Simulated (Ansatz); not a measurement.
Consider the isomerisation: `C/C=C(/C)F` → `C=C(C)CF`.

Isolated molecules relaxed with PBE0-D4/def2-TZVP in Ansatz; ΔE leaves out vibrations. CCSD(T)/CBS adds triple-zeta CCSD(T) − MP2 to the extrapolated MP2 energy (def2 sets, frozen cores). Functionals use def2-TZVPP. B3LYP here is the variant with VWN-RPA as its local correlation; programs differ in this. HSE06 is defined as in plane-wave codes. One conformer a species, not always the lowest.

`C/C=C(/C)F`:

```xyz
12

C     1.848    0.473   -0.425
C     0.553   -0.257   -0.344
C    -0.531    0.168    0.287
C    -1.847   -0.500    0.409
F    -0.511    1.358    0.928
H     2.119    0.678   -1.465
H     1.805    1.422    0.108
H     2.661   -0.122    0.003
H     0.472   -1.219   -0.838
H    -1.840   -1.456   -0.113
H    -2.636    0.128   -0.013
H    -2.093   -0.674    1.461
```

`C=C(C)CF`:

```xyz
12

C    -1.457   -0.499   -0.070
C    -0.199   -0.081   -0.030
C     0.818   -0.402   -1.077
C     0.321    0.764    1.086
F    -0.636    1.040    2.036
H    -1.815   -1.111   -0.889
H    -2.158   -0.240    0.713
H     1.220    0.509   -1.532
H     0.387   -1.015   -1.868
H     1.669   -0.944   -0.650
H     0.693    1.720    0.696
H     1.157    0.259    1.587
```

```json
{"level": "B3LYP-D4", "ΔE (kJ/mol)": "24.5", "difference from CCSD(T)/CBS": "3.7"}
{"level": "r2SCANh-D4", "ΔE (kJ/mol)": "27.8", "difference from CCSD(T)/CBS": "7.0"}
{"level": "r2SCAN0-D4", "ΔE (kJ/mol)": "26.7", "difference from CCSD(T)/CBS": "5.9"}
{"level": "HSE06-D4", "ΔE (kJ/mol)": "27.3", "difference from CCSD(T)/CBS": "6.5"}
{"level": "PBE-QIDH", "ΔE (kJ/mol)": "24.8", "difference from CCSD(T)/CBS": "4.0"}
{"level": "PBE", "ΔE (kJ/mol)": "30.5", "difference from CCSD(T)/CBS": "9.7"}
{"level": "BLYP", "ΔE (kJ/mol)": "28.1", "difference from CCSD(T)/CBS": "7.3"}
{"level": "r2SCAN0", "ΔE (kJ/mol)": "27.0", "difference from CCSD(T)/CBS": "6.2"}
{"level": "RPA@PBE/def2-TZVPP", "ΔE (kJ/mol)": "18.8", "difference from CCSD(T)/CBS": "-2.0"}
{"level": "HF/def2-TZVPP", "ΔE (kJ/mol)": "18.5", "difference from CCSD(T)/CBS": "-2.3"}
{"level": "CCSD(T)/CBS", "ΔE (kJ/mol)": "20.8", "difference from CCSD(T)/CBS": "0"}
```

Largest T1 diagnostic among the species: 0.011.

From BLYP to BHLYP (50 % exact exchange), in def2-TZVPP and without D4, ΔE moves by −4.9 kJ/mol. Leaving LDA and LC-ωPBE aside and taking each functional with its dispersion term where it has one, the values, not all of them listed here, spread over 7.4 kJ/mol, from BHLYP-D4 to PBE-D4. At CCSD(T), def2-SVP lies +3.5 kJ/mol from the extrapolated value and def2-TZVPP +0.1 kJ/mol.

CCSD(T)/CBS has its own doubt, a few kJ/mol and more with outer-core shells, so smaller differences from it don't rank the levels.
